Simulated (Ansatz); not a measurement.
## Ansatz (development build ahead of 0.2.0) run

```yaml
crystal:
  periodic: [false, false, false]
  atoms:
    - { symbol: C, position_ang: [-0.80869, -0.27702, -0.07878] }
    - { symbol: C, position_ang: [0.17969, 0.7165, 0.44347] }
    - { symbol: C, position_ang: [0.65099, -0.45918, -0.35217] }
    - { symbol: H, position_ang: [-1.4477, 0.02441, -0.90037] }
    - { symbol: H, position_ang: [-1.28531, -0.94638, 0.6277] }
    - { symbol: H, position_ang: [0.38015, 0.72586, 1.50817] }
    - { symbol: H, position_ang: [0.21347, 1.69561, -0.01904] }
    - { symbol: H, position_ang: [1.00673, -0.28713, -1.36121] }
    - { symbol: H, position_ang: [1.17578, -1.25049, 0.16997] }
basis:
  gaussian: { orbitals: def2-SVP }
magnetization:
  spin_polarized: true
  initial_magnetization: 2
hamiltonian:
  xc: hf
correlation:
  method: mp2
  frozen_orbitals: { C: 1, H: 0 }
output:
  forces: true
```

The input is written out in the form of the current development build from the run's settings.

The run gave:

```yaml
Converged: yes
Reference_energy: -116.64391 hartree
Correlation_energy: -0.40723 hartree
Total_energy: -117.05114 hartree
Spin_squared_of_the_determinant: 2.025
Stability_test: minimum
```

Forces (eV/Å):
| atom | Fx | Fy | Fz |
| --- | --- | --- | --- |
| C1 | -4.474 | 1.909 | 3.505 |
| C2 | -0.117 | -2.253 | 0.579 |
| C3 | 5.754 | 0.699 | 1.682 |
| H4 | -0.146 | 0.590 | -2.388 |
| H5 | 0.435 | -0.786 | 0.253 |
| H6 | -0.047 | -0.933 | 0.389 |
| H7 | -0.306 | 0.805 | -2.130 |
| H8 | -0.608 | 0.637 | -2.317 |
| H9 | -0.491 | -0.667 | 0.427 |

Caution: another spin multiplicity may lie lower; the determinant breaks the point group.
